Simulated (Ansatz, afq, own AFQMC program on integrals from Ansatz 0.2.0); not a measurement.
AFQMC on a folder of integrals that Ansatz 0.2.0 wrote.

```yaml
crystal:
  periodic: [false, false, false]
  atoms:
    - {symbol: P, position_ang: [0.000000, 0.027316, 0.488956]}
    - {symbol: Li, position_ang: [0.000000, -0.001113, -2.577448]}
    - {symbol: H, position_ang: [0.000000, 0.504297, 1.836882]}
    - {symbol: H, position_ang: [0.000000, -1.336050, 0.886751]}
basis:
  gaussian: {orbitals: cc-pVDZ}
magnetization: {spin_polarized: true, initial_magnetization: 2}
correlation: {method: ccsd_t, electrons: outside_noble_gas, hamiltonian_folder: ham}
```

```sh
$ ansatz run in.yaml --threads 1 --pin off --events-out ev --progress --plain --max-ram 1382MiB
```

afq runs on the folder ham with

```
--method free --trial cisd --walkers 60 --time-step 0.03 --max-blocks 80 --target-error 0.00034 --factor-cut 1e-05 --seed 3193 --times 0,0.3,0.6,1.2,1.8,2.4,3.6,4.8,6 --taylor-order 8
```

Times are imaginary, in 1/Eh. The walk had a cap of 932 s.

afq prints:

```
orbitals 36  electrons 5 3  factors 263 of 410
reference energy -349.30246371 Eh
CCSD correlation -0.13667348 Eh in 12 cycles, weight of the determinant in the CISD state 0.9180
repeat  energy at the last time / Eh  error
    10  -349.442899  0.000646
    20  -349.442836  0.000603
    30  -349.443058  0.000468
    40  -349.443056  0.000373
    50  -349.442922  0.000312
time / (1/Eh)  energy / Eh  error  mean overlap
  0.00  -349.439126  0.000051  1.0893
  0.30  -349.441243  0.000098  1.0910
  0.60  -349.442090  0.000108  1.0924
  1.20  -349.442649  0.000133  1.1008
  1.80  -349.443017  0.000153  1.0892
  2.40  -349.443107  0.000159  1.0934
  3.60  -349.443111  0.000179  1.0759
  4.80  -349.443244  0.000258  1.0970
  6.00  -349.442925  0.000307  1.1517
energy -349.442925 +/- 0.000307 Eh
```

The run passed its tests (error under three times the target), which doesn't prove that it has relaxed.

Against this walk (error 8.4 meV) on the same determinant: CCSD(T) 17.7 meV higher, CCSDT(Q) 4.2 meV lower (within the noise). The error is statistical, and a free projection of finite length keeps a remainder of its start. The last points scatter (meV from the last: -2 ± 4 at 1.80, -5 ± 4 at 2.40, -5 ± 5 at 3.60, -9 ± 7 at 4.80, 0 ± 8 at 6.00); the last is the one printed as the energy, and the gaps above move with that scatter.

Cautions: remainder of the start not in the error; lower spins were not checked.

The walk took 3.5 min on 1 thread of Intel(R) Xeon(R) Platinum 8259CL CPU @ 2.50GHz (Skylake/Cascade Lake), on a shared host. The log's last line is the free-projection energy.

CCSDT and higher add their correlation energy to the determinant of the CCSD(T) run, since their own runs factorise the integrals more tightly (a shift of under 2 meV). A walk keeps the symmetry of its determinant, which the program's search chose and which needn't be the lowest solution, so a lower state of the same spin and another symmetry isn't excluded.
